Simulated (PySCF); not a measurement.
## J couplings in dimethyl ether

Cartesian coordinates in Å; atom numbers follow the order of the lines, from 1:
```xyz
9

C     1.1674    0.0556   -0.0372
O    -0.0349    0.2563   -0.7330
C    -1.1683   -0.0275    0.0448
H     1.2714   -0.9880    0.2874
H     1.2299    0.7046    0.8460
H     1.9729    0.3024   -0.7256
H    -1.1751   -1.0752    0.3728
H    -2.0353    0.1604   -0.5850
H    -1.2144    0.6174    0.9319
```

Method: B3LYP/pcJ-1//GFN2-xTB, PySCF 2.14; isolated molecule, single conformer, non-relativistic. Couplings are averaged over pairs made equivalent by symmetry, fast rotation or ring inversion, so a value needn't be that of the named pair in this geometry, while other rotamers aren't included; one pair stands for each set, and the list holds those of at least 0.8 Hz over up to four bonds.

Isotopes: $^{13}$C, $^{1}$H, $^{17}$O. Couplings to quadrupolar nuclei such as 17O and 33S are rarely resolved in practice.

```json
{"pair": "C1, O2", "bonds": "1", "J (Hz)": "?"}
{"pair": "C1, H4", "bonds": "1", "J (Hz)": "144.5"}
{"pair": "C1, C3", "bonds": "2", "J (Hz)": "?"}
{"pair": "O2, H4", "bonds": "2", "J (Hz)": "-6.3"}
{"pair": "H4, H5", "bonds": "2", "J (Hz)": "-10.2"}
{"pair": "C1, H7", "bonds": "3", "J (Hz)": "6.3"}
```

Estimate the withheld couplings, with signs.

Results:


- $^{1}J$(C1,O2) = 22.2 Hz (bond length 1.404 Å)
- $^{2}J$(C1,C3) = -2.2 Hz (angle at O2 113°)
